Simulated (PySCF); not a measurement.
Isomers of C4H9NO. Computed with PySCF, TDDFT wB97X-D/def2-SVPD, vertical, gas phase, core orbitals frozen in the response. Geometries: GFN2-xTB; one conformer of each isolated species. Triplets are in the Tamm–Dancoff approximation.

A. `C/N=C/COC`
B. `[H]/N=C(\C)COC`
C. `CN(CC)C=O`

Lowest singlet levels (six at most, fewer where fewer were computed) with oscillator strengths:

1. 245 nm (f 0.001); 187 nm (f 0.002); 166 nm (f 0.053); 160 nm (f 0.218); 158 nm (f 0.066); 151 nm (f 0.070); T1 4.32 eV
2. 213 nm (f 0.002); 177 nm (f 0.192); 173 nm (f 0.043); 161 nm (f 0.049); 156 nm (f 0.018); 152 nm (f 0.069); T1 5.18 eV
3. 237 nm (f 0.002); 184 nm (f 0.001); 169 nm (f 0.057); 159 nm (f 0.001); 152 nm (f 0.044); 149 nm (f 0.228); T1 4.54 eV

Question: Match each spectrum to its molecule.

Answer: 1 = A, 2 = C, 3 = B.
- A: S1 at 5.06 eV, HOMO→LUMO (89%); Löwdin shares by element: HOMO nitrogen 47%, carbon 21% or more, oxygen 12% (atoms not listed hold the other 21%); LUMO carbon 40% or more, nitrogen 34%, hydrogen 6% or more (atoms not listed hold the other 20%); HOMO -9.09 and LUMO 1.58 eV.
- B: S1 at 5.24 eV, HOMO→LUMO (83%), HOMO-1→LUMO (12%); Löwdin shares by element: HOMO nitrogen 36%, oxygen 22%, carbon 19% or more (atoms not listed hold the other 23%); LUMO carbon 45% or more, nitrogen 32% (atoms not listed hold the other 23%); HOMO -9.11 and LUMO 1.64 eV.
- C: S1 at 5.82 eV, HOMO-1→LUMO+1 (78%); Löwdin shares by element: HOMO nitrogen 41%, oxygen 26%, carbon 13% or more (atoms not listed hold the other 20%); LUMO carbon 51% (atoms not listed hold the other 49%); HOMO -8.98 and LUMO 2.14 eV.
